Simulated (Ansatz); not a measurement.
**C₂H₇Al: a ladder of functionals and wavefunction methods**

The task here is to estimate one member of a computed series from the others.

Computed with Ansatz 0.2.0, Gaussian basis. Level: functionals in def2-TZVPP, the program's frozen cores in correlated methods.

The runs, in order: LDA (SPW92), PBE-D4, revPBE-D4, BLYP-D4, r2SCAN-D4, B97M-V, PBE0-D4, B3LYP-D4, r2SCANh-D4, r2SCAN0-D4, HSE06-D4, BHLYP-D4, CAM-B3LYP-D4, LC-ωPBE, ωB97X-V, ωB97M-V, B2PLYP, PBE-QIDH; CCSD(T)/def2-SVP; CCSD(T)/def2-TZVPP; MP2/def2-QZVPP; extrapolation to the limit; RPA on PBE.

### The relaxed structure

All runs share one geometry, relaxed beforehand with PBE0-D4 in a triple-zeta def2 set.

SMILES `C[CH2][AlH2]`, 10 atoms, charge 0, spin multiplicity 1.

Atoms are counted from 1 here; the program's logs count them from 0.

Bond lengths: C1–C2 1.528 Å, C1–H4 1.094 Å, C1–H5 1.093 Å, C1–H6 1.093 Å, C2–Al3 1.958 Å, C2–H7 1.099 Å, C2–H8 1.099 Å, Al3–H9 1.592 Å, Al3–H10 1.592 Å. Angles: C2–C1–H4 112.2°, C2–C1–H5 111.7°, C2–C1–H6 111.7°, H4–C1–H5 107.2°, H4–C1–H6 107.2°, H5–C1–H6 106.6°, C1–C2–Al3 116.9°, C1–C2–H7 110.4°, C1–C2–H8 110.4°, Al3–C2–H7 107.2°, Al3–C2–H8 107.3°, H7–C2–H8 103.9°, C2–Al3–H9 119.8°, C2–Al3–H10 121.0°, H9–Al3–H10 119.2°.

As a file:

```xyz
10

C    -0.9392    0.3150   -0.8811
C    -0.2185   -0.5925    0.1142
Al    1.3794    0.1349    0.9817
H    -1.8187   -0.1668   -1.3191
H    -0.2855    0.6071   -1.7074
H    -1.2794    1.2412   -0.4100
H     0.0759   -1.5342   -0.3704
H    -0.9058   -0.9101    0.9107
H     2.1766   -0.7476    2.0395
H     1.8983    1.6018    0.6447
```

Set-up of the first run:

Input file in.yaml:

```yaml
crystal:
  periodic: [false, false, false]
  atoms:
    - {symbol: C, position_ang: [-0.939219, 0.315047, -0.881134]}
    - {symbol: C, position_ang: [-0.218483, -0.592528, 0.114157]}
    - {symbol: Al, position_ang: [1.379366, 0.134923, 0.981727]}
    - {symbol: H, position_ang: [-1.818682, -0.166814, -1.319127]}
    - {symbol: H, position_ang: [-0.285543, 0.607107, -1.707450]}
    - {symbol: H, position_ang: [-1.279366, 1.241203, -0.409981]}
    - {symbol: H, position_ang: [0.075942, -1.534228, -0.370351]}
    - {symbol: H, position_ang: [-0.905844, -0.910130, 0.910723]}
    - {symbol: H, position_ang: [2.176552, -0.747570, 2.039490]}
    - {symbol: H, position_ang: [1.898279, 1.601791, 0.644746]}
basis:
  gaussian: {orbitals: def2-TZVPP}
hamiltonian: {xc: lda}
output: {orbitals: {seedname: orbitals}}
```

Among the steps run: LDA; PBE-D4 (GGA); revPBE-D4 (GGA); BLYP-D4 (GGA); r2SCAN-D4 (meta-GGA); B97M-V (meta-GGA); PBE0-D4 (hybrid); B3LYP-D4 (hybrid); r2SCANh-D4 (hybrid); r2SCAN0-D4 (hybrid); HSE06-D4 (hybrid); BHLYP-D4 (hybrid); CAM-B3LYP-D4 (range-separated); LC-ωPBE-D4 (range-separated; the results give it without D4); ωB97X-V (range-separated); ωB97M-V (range-separated); B2PLYP (double hybrid); PBE-QIDH (double hybrid).

One of the session's tables, all rows but one given; the rest of the session is left out.

It belongs to the step «Frontier levels by functional». 

| functional | HOMO (eV) | LUMO (eV) | gap (eV) |
| --- | --- | --- | --- |
| LDA (SPW92) | -6.38 | -2.32 | 4.07 |
| PBE-D4 | -6.30 | -2.08 | 4.22 |
| revPBE-D4 | -6.26 | -1.97 | 4.30 |
| BLYP-D4 | -6.20 | -1.98 | 4.21 |
| r2SCAN-D4 | -6.55 | -1.72 | 4.83 |
| B97M-V | ? | ? | ? |
| PBE0-D4 | -7.54 | -1.30 | 6.24 |
| B3LYP-D4 | -7.34 | -1.53 | 5.81 |
| r2SCANh-D4 | -7.01 | -1.46 | 5.54 |
| r2SCAN0-D4 | -7.70 | -1.09 | 6.61 |
| HSE06-D4 | -7.14 | -1.67 | 5.47 |
| BHLYP-D4 | -8.71 | -0.56 | 8.15 |
| CAM-B3LYP-D4 | -8.91 | -0.41 | 8.50 |
| LC-ωPBE | -10.27 | 0.71 | 10.98 |
| ωB97X-V | -9.92 | 0.57 | 10.49 |
| ωB97M-V | -9.76 | 0.26 | 10.02 |

Q: Estimate the row for B97M-V from the others.

**Answer.** HOMO (eV): -6.68; LUMO (eV): -1.99; gap (eV): 4.69. In the column «HOMO (eV)» it lies between r2SCANh-D4 (-7.01) and r2SCAN-D4 (-6.55).
